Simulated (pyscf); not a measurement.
H₃C–GeH₃ (SMILES [CH3][GeH3]) + Cl• (SMILES [Cl]) -> GeH₃• (SMILES [GeH3]) + H₃C–Cl (SMILES CCl) (substitution at C; doublet surface; C–Ge broken, C–Cl formed). Single points on ωB97X-D3(BJ)/def2-SVP structures (PySCF, gas phase). Energies in eV from the separated reactants.

| level | barrier | reaction energy |
|---|---|---|
| ωB97X-D3(BJ)/def2-TZVP | 0.74 | -0.10 |
| PBE/def2-TZVP | 0.20 | -0.38 |
| B3LYP-D3(BJ)/def2-TZVP | (withheld) | (withheld) |
| M06-2X/def2-TZVP | 0.56 | -0.33 |
| ωB97M-D3(BJ)/def2-TZVP | 0.68 | -0.23 |
| HF/def2-TZVP | (withheld) | +0.14 |

Problem. Fill in the missing entries.

Solution. 
- B3LYP-D3(BJ)/def2-TZVP, barrier: 0.47
- B3LYP-D3(BJ)/def2-TZVP, reaction energy: -0.19
- HF/def2-TZVP, barrier: 1.61

The functionals in the table span 0.54 eV in this barrier, from PBE to ωB97X-D3(BJ)/def2-TZVP. Abstraction by the radical was not located in this set and often lies lower. One saddle was located; it need not be the lowest between these sides. The angle at the attacked C is 180°. Left out: the spin-orbit lowering of Cl. Elements up to Kr have no core potential and no relativistic terms here.
